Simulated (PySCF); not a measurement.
## HO, SMILES `[OH]` (charge 0, multiplicity 2)

Method: PBE0-D4/def2-TZVP run with PySCF 2.14.0.

The highest occupied spin orbital is -9.09 eV, the dipole moment is 0.368 e·Å and the total energy is -75.6856 Ha. The cost comes out as roughly 6 core-seconds.

Bond lengths (Å): O1–H2 0.973.
Charge 0, spin multiplicity 2.
